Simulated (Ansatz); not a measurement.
Bulk modulus B0 of some simple (sp) metals

Method: PBEsol (Ansatz, an electronic-structure program, plane waves, PAW). References are measured values corrected to a static lattice. The table is a random draw of 10 from 13 solids with such references.

Values in GPa.

```
solid           reference  PBEsol  error (%)
------  -----------------  ------  ---------
fcc Sr               12.5    12.4       -0.8
fcc Pb                 47    47.2       +0.4
hcp Mg              38.6¶    37.3       -3.4
bcc Li   13.8 (13.1–13.9)    13.7       -0.7
hcp Cd  53.8§ (50.7–53.8)    54.4       +1.1
hcp Zn   69.7 (64.7–69.7)    81.8      +17.4
bcc K                3.75    3.72       -0.8
bcc Ba   9.34 (9.34–10.6)    9.16       -1.9
bcc Cs   2.11 (2.11–2.35)    2.06       -2.4
hcp Tl              37.4¶    36.0       -3.7
```

Over these 10 solids the mean error is +0.5 %, the mean absolute error 3.3 % (median 1.5 %), and the worst case hcp Zn at +17.4 %; the value is too low in 7 of 10 cases. Over all 13, from unrounded values, the mean error is +0.5 % and the mean absolute error 2.7 % (median 0.9 %).

All these references are brought to a static lattice.

Spin–orbit coupling is left out, also for the solids with elements from indium on (fcc Pb, bcc Ba, bcc Cs, hcp Tl); its size isn't shown.

§ marks references from which a value of another source on file, of any temperature and not printed here, differs by over 15 %.

¶ marks references of a special kind: hcp Mg, 38.6 GPa (measured, copied from a table, unchecked, extrapolated to 0 K and zero-point effects removed; as tabulated in Lejaeghere et al. (2013), arXiv:1204.2733); hcp Tl, 37.4 GPa (measured, copied from a table, unchecked, extrapolated to 0 K and zero-point effects removed; as tabulated in Lejaeghere et al. (2013), arXiv:1204.2733).

In Ansatz's fits of the non-cubic solids, shape and atoms are relaxed at each volume.

Brackets give the range of the sources taken for a reference, where it is wide; it can hold other temperatures.

Differences are worked out from the printed values.

Each level is taken at its own relaxed cell. Ansatz's density-functional and Hartree–Fock values are scalar-relativistic unless marked +SOC, with PAW data made under PBE.

Ansatz's runs of these crystals have no spin polarisation.

Not in this set, of the simple (sp) metals with a reference value in our tables and a result at some level: 3 for sources at odds; 1 for a reference at room or unstated temperature. These can be a level's best or worst cases. Solids without a released value at any level aren't counted. Layered and molecular crystals are counted apart. The metals Ce to Yb are counted apart.

References as tabulated in Levämäki et al. (2014), arXiv:1402.3671; Lejaeghere et al. (2013), arXiv:1204.2733; doi:10.1021/acs.jctc.3c00612.
